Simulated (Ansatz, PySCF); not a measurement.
System: CH2NO, charge 0, multiplicity 2. It need not be the lowest isomer of its formula. 
Coordinates optimised at B3LYP-D3(BJ)/def2-TZVP (Ansatz, a first-principles code):
```
N
H 1 1.0031
H 1 1.0139 2 118.79
C 1 1.3371 2 120.08 3 180.00
O 4 1.1917 1 130.06 2 -180.00
```
Charge 0, spin multiplicity 2.

Wanted: atomisation energy (electronic, to ground-state atoms), in kcal/mol. Correlated levels leave the core frozen unless marked. UHF or UKS for open shells. Spin-orbit coupling is left out. No relativistic terms. The coupled-cluster limit lacks core correlation, which all-electron functionals hold. CBS(X,Y): correlation extrapolated as X^-3; Hartree-Fock from the larger set.

```tsv
level	program	atomisation energy (kcal/mol)
revPBE/def2-TZVPD	Ansatz	474.9
r2SCAN-D3(BJ)/def2-TZVPD	Ansatz + dftd3	472.6
BHLYP-D4/def2-TZVPD	Ansatz + dftd4	443.4
PW6B95-D4/def2-TZVPD	PySCF + dftd4	472.0
```

### Question
What does CCSD(T)/CBS(cc-pVTZ,cc-pVQZ) (Ansatz) give?

### Answer
465.4 kcal/mol, so PW6B95-D4/def2-TZVPD differs from it by 6.6 kcal/mol.
